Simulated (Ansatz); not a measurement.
How far each method lies from UCCSDT(Q) for [Cl···H···Br], doublet

Geometry: a point of a hydrogen-transfer path between rigid fragments, not a stationary point.

```xyz
3

Cl    0.0000    0.0000   -1.5947
H     0.0000    0.0000    0.0323
Br    0.0000    0.0000    1.5623
```

Basis cc-pVDZ; Ansatz 0.2.0. Only valence electrons are correlated (noble-gas cores and the filled d shells of p-block atoms frozen), which leaves 15 electrons in 31 orbitals. Prefix R: restricted or restricted open-shell reference; prefix U: unrestricted. Active spaces: pair = (3e, 3o) about the gap; valence = (15e, 9o) chosen from the atoms' valence shells. No spin–orbit coupling is included, and no scalar relativity.

Full CI isn't at hand for all of this; UCCSDT(Q) serves as the reference, and is uncertain by about the last step of the cluster series. The frozen core follows each run's orbitals, which can shift R against U totals by a few meV for light atoms and by up to 0.1 eV past Ca.

* UHF ⟨S²⟩: 0.795
* T1 diagnostic (RCCSD): 0.0235
* largest doubles amplitude (RCCSD): 0.082
* T1 diagnostic (UCCSD): 0.0135

| level | E − E(RHF) (eV) |
| --- | --- |
| UHF | -0.2624 |
| UMP2 | -7.0502 |
| UCCSD | -7.9141 |
| UCCSD(T) | -8.0490 |

(1) Estimate how far UCCSDT(Q) in cc-pVDZ lies from UCCSD(T). The table doesn't fix it; the size of (T) and the diagnostics are the guide.

(1) UCCSDT(Q) in cc-pVDZ lies 3.0 kJ/mol below UCCSD(T), which is 23 % of the (T) step (-13.0 kJ/mol). The diagnostics are small and one determinant leads, so the series closes fast and only a small part of (T) is left.

The other levels:

| level | E − E(UCCSDT(Q)) (kJ/mol) | share of correlation (%) | wall time |
| --- | --- | --- | --- |
| UCCSDT | 1.3 | 99.83 | – |

The correlation energy at UCCSDT(Q), counted from RHF, is -8.080 eV. That run took 24 s on 1 thread of Arm Neoverse V1, shared host.

Run but not shown, since their state or frozen core can't be matched to the reference's or they repeat it: RHF, RMP2, CISD, RCCSD, RCCSD(T), BCCD(T), RCCSDT, RCCSDT(Q), CASSCF (pair space), NEVPT2 (pair space), MRCISD (pair space), MRCISD+Q (pair space), CASSCF (valence space), NEVPT2 (valence space), MRCISD (valence space), MRCISD+Q (valence space).

Times hold each run's SCF and search for its determinant on a shared host, so for small cases they say little of a method's own cost; they ran on 1 thread of Arm Neoverse V1.

Natural occupations of CASSCF (valence space) about the gap: 2.000 1.999 1.998 1.959 1.002 0.043; effectively unpaired electrons, Σ n²(2−n)², 1.01.
